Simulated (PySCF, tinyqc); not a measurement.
Worked calculation: RKS/BLYP in the sto-3g basis, for CH2, spin multiplicity 1. The lowest restricted solution is unstable here: a spin-polarised one lies 0.0237 hartree lower (PySCF). One step of it, computed by the program tinyqc.

Task: Iteration 2: diagonalisation and new density. Diagonalise F' = X^T F X, C = X C', fill 4 alpha and 4 beta electrons from the bottom; D = 2 C_occ C_occ^T. Each column has its largest component positive (the first on a tie).

extrapolated F (hartree), order 1C 1s, 1C 2s, 1C 2px, 1C 2py, 1C 2pz, 2H 1s, 3H 1s:
$$\begin{pmatrix}
-9.555374 & -2.638766 & 0.000000 & 0.000000 & -0.005400 & -0.616790 & -0.616790 \\
-2.638766 & -1.096496 & 0.000000 & 0.000000 & -0.071824 & -0.473218 & -0.473218 \\
0.000000 & 0.000000 & 0.010348 & 0.000000 & 0.000000 & 0.000000 & 0.000000 \\
0.000000 & 0.000000 & 0.000000 & -0.108325 & 0.000000 & -0.204277 & 0.204277 \\
-0.005400 & -0.071824 & 0.000000 & 0.000000 & -0.060777 & -0.156353 & -0.156353 \\
-0.616790 & -0.473218 & 0.000000 & -0.204277 & -0.156353 & -0.279151 & -0.156952 \\
-0.616790 & -0.473218 & 0.000000 & 0.204277 & -0.156353 & -0.156952 & -0.279151
\end{pmatrix}$$

X, order 1C 1s, 1C 2s, 1C 2px, 1C 2py, 1C 2pz, 2H 1s, 3H 1s:
$$\begin{pmatrix}
1.027025 & -0.153585 & 0.000000 & 0.000000 & -0.012848 & 0.026034 & 0.026034 \\
-0.153585 & 1.278290 & 0.000000 & 0.000000 & 0.134552 & -0.331493 & -0.331493 \\
0.000000 & 0.000000 & 1.000000 & 0.000000 & 0.000000 & 0.000000 & 0.000000 \\
0.000000 & 0.000000 & 0.000000 & 1.162002 & 0.000000 & -0.272402 & 0.272402 \\
-0.012848 & 0.134552 & 0.000000 & 0.000000 & 1.071267 & -0.176183 & -0.176183 \\
0.026034 & -0.331493 & 0.000000 & -0.272402 & -0.176183 & 1.241718 & -0.027331 \\
0.026034 & -0.331493 & 0.000000 & 0.272402 & -0.176183 & -0.027331 & 1.241718
\end{pmatrix}$$

Give: F' = X^T F X; orbital energies; coefficients C; D after iteration 2.

Result:

F' = X^T F X (hartree):
$$\begin{pmatrix}
-9.3312 & -1.4517 & 0.0000 & 0.0000 & -0.0250 & -0.0874 & -0.0874 \\
-1.4517 & -0.3980 & 0.0000 & 0.0000 & 0.0672 & -0.2798 & -0.2798 \\
0.0000 & 0.0000 & 0.0103 & 0.0000 & 0.0000 & 0.0000 & 0.0000 \\
0.0000 & 0.0000 & 0.0000 & 0.0942 & 0.0000 & -0.2550 & 0.2550 \\
-0.0250 & 0.0672 & 0.0000 & 0.0000 & 0.0276 & -0.1670 & -0.1670 \\
-0.0874 & -0.2798 & 0.0000 & -0.2550 & -0.1670 & 0.0305 & -0.0391 \\
-0.0874 & -0.2798 & 0.0000 & 0.2550 & -0.1670 & -0.0391 & 0.0305
\end{pmatrix}$$

orbital energies (hartree): MO1 -9.5647, MO2 -0.4862, MO3 -0.2789, MO4 -0.0862, MO5 0.0103, MO6 0.4269, MO7 0.4428

coefficients C, order 1C 1s, 1C 2s, 1C 2px, 1C 2py, 1C 2pz, 2H 1s, 3H 1s:
$$\begin{pmatrix}
0.9906 & -0.2182 & 0.0000 & 0.1411 & 0.0000 & -0.1763 & 0.0000 \\
0.0405 & 0.6497 & 0.0000 & -0.6225 & 0.0000 & 1.0412 & 0.0000 \\
0.0000 & 0.0000 & 0.0000 & 0.0000 & 1.0000 & 0.0000 & 0.0000 \\
0.0000 & 0.0000 & 0.5305 & 0.0000 & 0.0000 & 0.0000 & 1.1033 \\
0.0057 & 0.1513 & 0.0000 & 0.7694 & 0.0000 & 0.7830 & 0.0000 \\
-0.0101 & 0.2901 & 0.4560 & 0.2361 & 0.0000 & -0.8596 & -0.8195 \\
-0.0101 & 0.2901 & -0.4560 & 0.2361 & 0.0000 & -0.8596 & 0.8195
\end{pmatrix}$$

D after iteration 2, order 1C 1s, 1C 2s, 1C 2px, 1C 2py, 1C 2pz, 2H 1s, 3H 1s:
$$\begin{pmatrix}
2.0976 & -0.3790 & 0.0000 & 0.0000 & 0.1625 & -0.0800 & -0.0800 \\
-0.3790 & 1.6226 & 0.0000 & 0.0000 & -0.7608 & 0.0822 & 0.0822 \\
0.0000 & 0.0000 & 0.0000 & 0.0000 & 0.0000 & 0.0000 & 0.0000 \\
0.0000 & 0.0000 & 0.0000 & 0.5628 & 0.0000 & 0.4838 & -0.4838 \\
0.1625 & -0.7608 & 0.0000 & 0.0000 & 1.2297 & 0.4510 & 0.4510 \\
-0.0800 & 0.0822 & 0.0000 & 0.4838 & 0.4510 & 0.6958 & -0.1358 \\
-0.0800 & 0.0822 & 0.0000 & -0.4838 & 0.4510 & -0.1358 & 0.6958
\end{pmatrix}$$
